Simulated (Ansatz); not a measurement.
Reaction: BH3S (SMILES BS) → BH2 (SMILES [BH2], doublet) + HS (SMILES [SH], doublet) (the B-S bond breaks)
Each species at its own B3LYP-D3(BJ)/def2-TZVP minimum (Ansatz, a program for electronic structure).

Total energies in hartree (Ansatz). UHF or UKS for unpaired electrons; spin-orbit terms are left out. Correlated methods leave the cores frozen. No relativity.

```csv
species,HF/cc-pV(T+d)Z,CCSD(T)/cc-pV(T+d)Z,HF/cc-pV(Q+d)Z,CCSD(T)/cc-pV(Q+d)Z,CCSDT(Q)/cc-pV(T+d)Z
1: BH3S (SMILES BS),-424.00292,-424.33572,-424.00818,-424.36088,-424.33740
"2: BH2 (SMILES [BH2], doublet)",-25.76030,-25.86304,-25.76199,-25.86898,-25.86351
"3: HS (SMILES [SH], doublet)",-398.10608,-398.28901,-398.10985,-398.30558,-398.29006
```

Work out the bond dissociation energy (electronic) in kcal/mol: take Hartree-Fock from cc-pV(Q+d)Z, extrapolate the CCSD(T) correlation energy as X^-3 (X = 3, 4), and add CCSDT(Q) - CCSD(T) in cc-pV(T+d)Z. 1 hartree = 627.51 kcal/mol.


Species 1: correlation (64·(-0.35270) - 27·(-0.33280))/37 = -0.36722; step -0.00168; E1 = -424.00818 + (-0.36722) + (-0.00168) = -424.37708
Species 2: correlation (64·(-0.10699) - 27·(-0.10274))/37 = -0.11009; step -0.00047; E2 = -25.76199 + (-0.11009) + (-0.00047) = -25.87255
Species 3: correlation (64·(-0.19573) - 27·(-0.18293))/37 = -0.20507; step -0.00105; E3 = -398.10985 + (-0.20507) + (-0.00105) = -398.31597
-1·E1 +1·E2 +1·E3 = 0.18856 hartree = 118.3 kcal/mol.
